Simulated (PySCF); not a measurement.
Structure problem from calculated spectra and properties.

Formula: C2H2F3P.

| Quantity | Value |
| --- | --- |
| 13C NMR | chemical shifts (computed TMS as zero) by class: 172.2 (1 C), 132.2 (1 C) ppm [GIAO B3LYP/pcSseg-2] |
| NMR, other nuclei | isotropic shieldings of nuclei other than C and H, by class: 260 (1 F), 273 (1 F), 356 (1 F), 465 (1 P) ppm [GIAO B3LYP/pcSseg-2] |
| Dipole | 1.55 D [CAM-B3LYP/def2-SVPD] |
| Valence photoelectron | vertical ionisation energy: 9.98 eV [ΔSCF CAM-B3LYP/def2-SVPD] |
| XPS | P2p3/2 137.5, C1s 293.2, C1s 295.6, F1s 693.4, F1s 694.4, F1s 694.6, P1s 2151.1 eV [ΔSCF SCAN, pcX-2 on the ionised atom, pcseg-1 elsewhere, spin-free X2C, 2p3/2 from a spin–orbit splitting computed afterwards within the 2p shell] |
| Rotational structure | rotational constants A, B, C: 4.312, 2.136, 1.446 GHz [PBE0-D3(BJ)/def2-SVP] |
| 1H NMR | chemical shifts (computed TMS as zero) by class: 3.95 (2 H) ppm [GIAO B3LYP/pcSseg-2] |
| Triplet | lowest triplet excitation (Tamm–Dancoff): 4.08 eV [TDA CAM-B3LYP/def2-SVPD] |
| Polarisability | 53.1 au [CAM-B3LYP/def2-SVPD] |

The electronic properties come from PySCF, for the isolated species, density fitting. Levels stand in brackets. Isolated species at its PBE0-D3(BJ)/def2-SVP geometry (one conformer only). NMR classes are plain means over equivalent atoms (diastereotopic ones count apart unless rotation or inversion swaps them), as if these changed places fast.

Question: Give a SMILES that accounts for the data.

Answer: Numbering: `[F:1][C:2]([F:3])=[C:4]([F:5])[PH2:6]`. 2 carbons fall into 2 classes; from least to most shielded: =CF2 carbon [C2] (172.2 ppm), vinylic C–F carbon [C4] (132.2 ppm). All hydrogens form one class (3.95 ppm): P–H hydrogen. The other shieldings belong to: 260 ppm, vinyl fluorine [F1]; 273 ppm, vinyl fluorine [F3]; 356 ppm, vinyl fluorine [F5]; 465 ppm, phosphine phosphorus [P6]. The core levels belong to: P2p3/2 137.5 eV, phosphine phosphorus [P6]; C1s 293.2 eV, vinylic C–F carbon [C4]; C1s 295.6 eV, =CF2 carbon [C2]; F1s 693.4 eV, vinyl fluorine [F5]; F1s 694.4 eV, vinyl fluorine [F1]; F1s 694.6 eV, vinyl fluorine [F3]; P1s 2151.1 eV, phosphine phosphorus [P6]. The first electron is taken from the HOMO, whose largest Löwdin shares are 0.29 on the vinylic C–F carbon, 0.24 on the =CF2 carbon, 0.13 on a vinyl fluorine and 0.10 on the phosphine phosphorus. By its constants the optimised geometry is an asymmetric top. Structure: `FC(F)=C(F)P`. The assignments are read from this structure; whether some other isomer fits the data as well wasn't checked.

The values belong to the conformer `[F:1][C:2]([F:3])=[C:4]([F:5])[PH2:6]`: H–P6–C4–C2 60°, H–P6–C4–C2 -35°.
